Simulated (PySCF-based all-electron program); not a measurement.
**Forces on PH3, singlet in several shapes**

Calculated with an in-house all-electron program built on PySCF, in large uncontracted Gaussian sets near the basis limit; the spin-free Dirac equation, no spin–orbit coupling, spin-restricted. Forces are good to about 0.011 eV/Å. Atoms are numbered as listed.

Shape A:

```tsv
atom	x (Å)	y (Å)	z (Å)
P	0.0000	0.0000	0.0000
H	1.1943	0.0000	0.7682
H	-0.5971	1.0343	0.7682
H	-0.5971	-1.0343	0.7682
```

PBE forces:

```
atom      Fx      Fy  Fz (eV/Å)
  P1   0.000   0.000     -0.443
  H2   0.119   0.000      0.148
  H3  -0.060   0.103      0.148
  H4  -0.060  -0.103      0.148
```

Q: What forces does LDA give in shape A?

A: The forces move by 0.043 eV/Å (r.m.s. over the atoms) from PBE.

```
atom      Fx      Fy  Fz (eV/Å)
  P1   0.000   0.000     -0.514
  H2   0.104   0.000      0.171
  H3  -0.052   0.090      0.171
  H4  -0.052  -0.090      0.171
```

Q: What forces does PBEsol give in shape A?

A: The forces move by 0.060 eV/Å (r.m.s. over the atoms) from PBE.

```json
{"atom": "P1", "Fx": "0.000", "Fy": "0.000", "Fz (eV/Å)": "-0.542"}
{"atom": "H2", "Fx": "0.138", "Fy": "0.000", "Fz (eV/Å)": "0.181"}
{"atom": "H3", "Fx": "-0.069", "Fy": "0.120", "Fz (eV/Å)": "0.181"}
{"atom": "H4", "Fx": "-0.069", "Fy": "-0.120", "Fz (eV/Å)": "0.181"}
```

Q: What forces does PBE0 give in shape A?

A: The forces move by 0.297 eV/Å (r.m.s. over the atoms) from PBE.

```json
{"atom": "P1", "Fx": "0.000", "Fy": "0.000", "Fz (eV/Å)": "0.004"}
{"atom": "H2", "Fx": "-0.050", "Fy": "0.000", "Fz (eV/Å)": "-0.001"}
{"atom": "H3", "Fx": "0.025", "Fy": "-0.043", "Fz (eV/Å)": "-0.001"}
{"atom": "H4", "Fx": "0.025", "Fy": "0.043", "Fz (eV/Å)": "-0.001"}
```

Shape B:

| atom | x (Å) | y (Å) | z (Å) |
| --- | --- | --- | --- |
| P | 0.0000 | 0.0000 | 0.0000 |
| H | 1.3137 | 0.0000 | 0.8450 |
| H | -0.5971 | 1.0343 | 0.7682 |
| H | -0.5971 | -1.0343 | 0.7682 |

Against shape A, P1–H2 goes from 1.420 to 1.562 Å.

PBE forces:

```json
{"atom": "P1", "Fx": "1.740", "Fy": "0.000", "Fz (eV/Å)": "0.587"}
{"atom": "H2", "Fx": "-1.660", "Fy": "0.000", "Fz (eV/Å)": "-0.950"}
{"atom": "H3", "Fx": "-0.040", "Fy": "0.101", "Fz (eV/Å)": "0.181"}
{"atom": "H4", "Fx": "-0.040", "Fy": "-0.101", "Fz (eV/Å)": "0.181"}
```

Q: What forces does HSE06 give in shape B?

A: The forces move by 0.307 eV/Å (r.m.s. over the atoms) from PBE.

```tsv
atom	Fx	Fy	Fz (eV/Å)
P1	1.766	0.000	1.045
H2	-1.858	0.000	-1.111
H3	0.046	-0.045	0.033
H4	0.046	0.045	0.033
```

Shape C:

```xyz
4

P     0.0000    0.0000    0.0000
H     1.0749    0.0000    0.6913
H    -0.5971    1.0343    0.7682
H    -0.5971   -1.0343    0.7682
```

Against shape A, P1–H2 goes from 1.420 to 1.278 Å.

LDA forces:

```tsv
atom	Fx	Fy	Fz (eV/Å)
P1	-3.466	0.000	-2.642
H2	3.612	0.000	2.370
H3	-0.073	0.090	0.136
H4	-0.073	-0.090	0.136
```

Q: What forces does PBEsol give in shape C?

A: The forces move by 0.046 eV/Å (r.m.s. over the atoms) from LDA.

```csv
atom,Fx,Fy,Fz (eV/Å)
P1,-3.487,0.000,-2.682
H2,3.668,0.000,2.391
H3,-0.091,0.120,0.145
H4,-0.091,-0.120,0.145
```

Q: What forces does PBE0 give in shape C?

A: The forces move by 0.306 eV/Å (r.m.s. over the atoms) from LDA.

| atom | Fx | Fy | Fz (eV/Å) |
| --- | --- | --- | --- |
| P1 | -3.508 | 0.000 | -2.151 |
| H2 | 3.510 | 0.000 | 2.219 |
| H3 | -0.001 | -0.038 | -0.034 |
| H4 | -0.001 | 0.038 | -0.034 |
